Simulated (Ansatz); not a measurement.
A nudged elastic band was laid between two geometries of CH4NaS (7 atoms, charge 1, multiplicity 1).

The calculation used RKS PBE-D4/cc-pVDZ (Ansatz 0.2.0).

```json
{
 "movable images": "5",
 "climbing image": "yes",
 "spring": "5.0 eV/Å²",
 "optimiser": "quadratic models (default)",
 "start path": "through a guess of the saddle point",
 "force threshold": "0.03 eV/Å",
 "iteration limit": "60",
 "end points": "relaxed"
}
```

Initial state:

```xyz
7
Properties=species:S:1:pos:R:3
C -0.703 0.487 -0.222
S 1.056 0.186 0.241
Na 1.281 -2.087 1.827
H -1.199 -0.432 -0.583
H -0.730 1.278 -0.993
H -1.200 0.857 0.693
H 1.497 -0.289 -0.964
```

Final state:

```xyz
7
Properties=species:S:1:pos:R:3
C -0.725 0.411 -0.292
S 0.834 -0.561 -0.446
Na 1.286 -2.058 1.851
H -1.550 -0.321 -0.386
H -0.778 1.124 -1.134
H -0.790 0.939 0.676
H 1.721 0.467 -0.270
```

Question: Which bonds break or form, and what moves?

Answer: No bond is made or broken. The dihedral H5–C1–S2–H7 goes from -65 to 65°. The two ends are copies of one structure, up to a mirror image or an exchange of like atoms.

Question: What energy profile does the band end with?

Answer: The forces met the threshold. The highest image is number 3 of 0 to 6, 0.143 eV above the ends, which have the same energy within 2 meV. The profile has 2 maxima (images 1, 3) with wells between them (image 2): this band takes more than one step, which may be the mechanism or a detour left from its start path. A vibrational analysis at the climbing image gives one clearly imaginary mode, 163i cm⁻¹: a first-order saddle point. Limits of this set-up: the dipole of an ion depends on the origin.

```tsv
image	path coordinate (Å)	energy (eV)	dihedral H5–C1–S2–H7 (°)
0	0.00	0.000	-65
1	1.55	0.057	-1
2	3.10	0.001	61
3	4.66	0.143	62
4	5.19	0.075	82
5	5.71	0.017	80
6	6.24	0.000	65
```

Question: What is the geometry of the highest image?

Answer: 
```xyz
7
Properties=species:S:1:pos:R:3
C -0.775 0.459 -0.328
S 0.800 -0.293 0.234
Na 1.535 -2.539 1.593
H -1.577 -0.225 0.005
H -0.779 0.533 -1.429
H -0.905 1.447 0.149
H 1.703 0.620 -0.223
```

The band took 21 iterations and of the order of 2.2 core-minutes.

The run took 2.2 min on 1 thread of Intel(R) Xeon(R) Platinum 8559C (Emerald Rapids) (shared host), peak memory 0.24 GiB.
